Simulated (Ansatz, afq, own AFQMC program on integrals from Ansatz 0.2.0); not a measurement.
SiH2, singlet: AFQMC among the cluster methods

```
atom   x (Å)    y (Å)    z (Å)
  Si  0.0000  -0.0715   0.0000
   H  0.0000   0.9958  -1.0900
   H  0.0000   0.9958   1.0900
```

Basis cc-pVDZ. Only valence electrons are correlated. Integrals, coupled cluster, full CI and functionals: Ansatz 0.2.0; the random walks run on the same integrals in our own AFQMC program. The CISD trial takes its coefficients from CCSD amplitudes. Released means that phaseless walkers are propagated on without the constraint, phases kept. Free projection: walkers drawn from exp(T), propagated without any constraint. Its projection time is finite, and what remains of the start isn't in its error. Uncertainties: one standard error, sampling alone.

Determinant: RHF, the one that the program's search chose, which needn't be the lowest solution. The geometry is a PBE0/def2-TZVP stationary point of this or a neighbouring charge and spin state.

Full CI on the same integrals is exact in this basis and with this determinant's frozen core.

Cautions: higher spins were not checked; restricted determinant unstable towards unrestricted (UHF 90 meV lower, ⟨S²⟩ 0.38).

The T1 diagnostic is 0.0137, the weight of the determinant in the CISD state is 0.911 and the size of the correlated space is 6 electrons in 23 orbitals.

Reference: full CI, correlation energy -3.260 eV. The released energy is read at 2.40 1/Eh (meV from the phaseless value at times in 1/Eh: 1 ± 3 at 0.24, -3 ± 3 at 0.51, -5.5 ± 2.3 at 0.99, -8 ± 3 at 1.62, -6 ± 3 at 2.40).

```json
{"level": "HF", "E − E(reference) (kJ/mol)": "314.6", "share of correlation (%)": "0.00"}
{"level": "MP2", "E − E(reference) (kJ/mol)": "82.6", "share of correlation (%)": "73.74"}
{"level": "CCSD", "E − E(reference) (kJ/mol)": "7.8", "share of correlation (%)": "97.53"}
{"level": "CCSD(T)", "E − E(reference) (kJ/mol)": "1.9", "share of correlation (%)": "99.40"}
{"level": "CCSDT", "E − E(reference) (kJ/mol)": "0.3", "share of correlation (%)": "99.90"}
{"level": "CCSDT(Q)", "E − E(reference) (kJ/mol)": "0.1", "share of correlation (%)": "99.98"}
{"level": "CCSDTQ", "E − E(reference) (kJ/mol)": "0.0", "share of correlation (%)": "100.00"}
{"level": "ph-AFQMC/CISD", "E − E(reference) (kJ/mol)": "0.7 ± 0.3", "share of correlation (%)": "99.76"}
{"level": "released AFQMC", "E − E(reference) (kJ/mol)": "0.2 ± 0.3", "share of correlation (%)": "99.94"}
{"level": "free AFQMC", "E − E(reference) (kJ/mol)": "0.0 ± 0.4", "share of correlation (%)": "100.00"}
```

CCSDT and higher add their correlation energy to the determinant of the CCSD(T) run, since their own runs factorise the integrals more tightly (a shift of under 2 meV). Free projections are given only where their last times agree within the noise and don't stop above the reference; a slow remainder of the start can still hide under it. A walk keeps the symmetry of its determinant, which the program's search chose and which needn't be the lowest solution, so a lower state of the same spin and another symmetry isn't excluded. Released energies are given only where the last usable release times agree within the noise; a slower fall can still hide under it.
